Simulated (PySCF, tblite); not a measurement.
System: H2Si, singlet: symmetric bend, bond length relaxed. Scanned: H-Si-H angle. Other coordinates (Si-H bond length) were minimised at B3LYP/def2-TZVP.

RKS-B3LYP/6-31G* = restricted B3LYP/6-31G*, spherical d in PySCF; RMP2/3-21G = restricted MP2 (frozen core)/3-21G run with PySCF; GFN2-xTB, 300 K electronic temperature (tblite).

Energies in kcal/mol, each method relative to its own lowest point.

```csv
a / °,RKS-B3LYP/6-31G*,RMP2/3-21G,GFN2-xTB
180,71.6,69.9,48.7
170,72.0,66.7,47.7
160,—,[?],—
150,46.1,44.2,24.4
140,32.9,31.1,17.1
130,21.5,19.7,10.7
120,[?],[?],5.6
110,5.3,4.1,1.9
100,1.2,0.5,0.0
90,0.0,0.0,0.4
80,2.0,[?],[?]
70,7.5,8.7,11.8
60,16.5,18.0,25.9
```

Question: Complete the blanks.

Answer: 
- 160, RMP2/3-21G: 57.3
- 120, RKS-B3LYP/6-31G*: 12.1
- 120, RMP2/3-21G: 10.5
- 80, RMP2/3-21G: 2.7
- 80, GFN2-xTB: 3.9

Dashes: no converged value, or the column stops at the first point that the program doubted or that broke a chosen test of continuity, which isn't proof of a fault.
